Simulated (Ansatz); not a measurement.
`[SiH2][SiH2][SiH3]` radical. Charge 0, multiplicity 2. The structure was optimised at the PBE0-D4/def2-TZVP level.

```xyz
10

Si   -1.159    1.676    0.616
Si    0.755    0.386    0.353
Si    0.152   -1.692   -0.535
H    -1.974    1.803   -0.623
H    -0.953    3.017    1.230
H     1.386    0.202    1.690
H     1.755    1.041   -0.540
H    -0.537   -1.500   -1.839
H    -0.776   -2.387    0.396
H     1.350   -2.547   -0.749
```

**Question.** What is the dipole moment at r2SCAN/def2-TZVPP? (Estimate.)

**Answer.** Ansatz gave: 0.11 D, with components (0.10, -0.05, 0.02) D in this frame, pointing from negative to positive charge.

**Question.** And with PBE, B3LYP, ωB97M-V? (Best estimate.)

**Answer.** The calculation gave: PBE 0.12 D, B3LYP 0.12 D, ωB97M-V 0.12 D.

**Question.** Give the Mulliken charges with r2SCAN, PBE, ωB97M-V in def2-TZVPP. (An estimate is asked.)

**Answer.** The calculation gave: 
```
atom  r2SCAN    PBE  ωB97M-V
 Si1    0.07   0.03    -0.02
 Si2    0.15   0.10     0.04
 Si3    0.18   0.11     0.05
  H4   -0.05  -0.03     0.00
  H5   -0.05  -0.03     0.00
  H6   -0.06  -0.04    -0.01
  H7   -0.06  -0.04    -0.01
  H8   -0.06  -0.04    -0.01
  H9   -0.06  -0.04    -0.01
 H10   -0.06  -0.04    -0.02
```

B3LYP here is the variant with VWN-RPA as its local correlation; programs differ in this.
